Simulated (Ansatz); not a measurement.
**C2H4Cl2 (1,2-dichloroethane): a line through the functionals**

C2H4Cl2: 8 atoms, total charge 0, spin state singlet. SMILES: `ClCCCl`. The coordinates come from a PBE0-D4/def2-TZVP relaxation. This is one conformer, not always the lowest.

The HOMO–LUMO gap y, in eV, basis 6-31G(d); a is the functional's share of exact exchange. Programs: Ansatz 0.2.0.

| functional | program | a | y (eV) |
| --- | --- | --- | --- |
| revPBE | Ansatz | 0 | 6.55 |
| PBE | Ansatz | 0 | 6.51 |
| B3LYP | Ansatz | 0.2 | 8.55 |
| PBE0 | Ansatz | 0.25 | 9.09 |
| r2SCAN0 | Ansatz | 0.25 | ? |
| BHLYP | Ansatz | 0.5 | 11.61 |

Question: Fit y = c + s·a to the known rows and predict r2SCAN0.

Answer: 
1. Means of the 5 rows: a = 0.1900, y = 8.462.
2. Σ(Δa)² = 0.172, Σ(Δa·Δy) = 1.7486, so the slope is 1.7486/0.172 = 10.166.
3. Intercept: 8.462 − (10.166) × 0.1900 = 6.530. The largest residual of the fit is 0.020.
4. r2SCAN0: 6.530 + (10.166) × 0.25 = 9.07 eV.

The run gave 9.46 eV, so the prediction is off by -0.39 eV, more than the scatter of the fit. Exact exchange lowers occupied levels and raises empty ones. The rows mix families of semi-local functionals, which the line can't see.
